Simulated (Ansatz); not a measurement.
Reaction (SMILES): [C](=C)F → F[C-]=C (an electron is taken up)
B3LYP-D3(BJ)/def2-TZVP geometries, fixed; electronic energies without zero-point terms; positive where energy is released.
Largest species:
```xyz
5

C     -0.0030     0.4279    -0.0061
C      1.2000    -0.0902     0.0004
F     -1.1765    -0.1568     0.0031
H      1.3403    -1.1676     0.0158
H      2.0667     0.5527    -0.0094
```
Charge 0, spin multiplicity 2.

Basis-set convergence of the adiabatic electron affinity at MP2 with Ansatz (a program for electronic structure). Cartesian d functions, on some or all atoms, in 6-31G*, 6-31+G*; all else is spherical. Cores are frozen. An unrestricted Hartree-Fock determinant is markedly spin-contaminated. Open shells are unrestricted. No added dispersion term, no relativity. Functions are those of the species that has most. Reference: Hartree-Fock in aug-cc-pVQZ plus the correlation part extrapolated as X^-3 from aug-cc-pVTZ and aug-cc-pVQZ, 1.779 eV, itself unsure by roughly 0.016 eV (a third of the extrapolation step and of the last Hartree-Fock step). Deviations are taken from unrounded values.

```
basis              functions  adiabatic electron affinity (eV)  minus reference (eV)
-----------------  ---------  --------------------------------  --------------------
6-31G*                    49                             0.438                -1.341
pcseg-1                   52                             1.089                -0.690
6-31+G*                   61                             1.511                -0.268
def2-SVPD                 79                             1.463                -0.316
aug-pcseg-1               87                             1.642                -0.137
6-311++G(2d,2p)          101                             1.622                -0.157
cc-pVTZ                  118                             1.280                -0.499
def2-TZVPPD              148                             1.625                -0.154
6-311++G(3df,3pd)        153                             1.638                -0.141
aug-pcseg-2              184                             1.645                -0.134
cc-pVQZ                  225                             1.535                -0.244
pcseg-3                  246                             1.676                -0.103
cc-pV5Z                  383                             1.686                -0.093
```
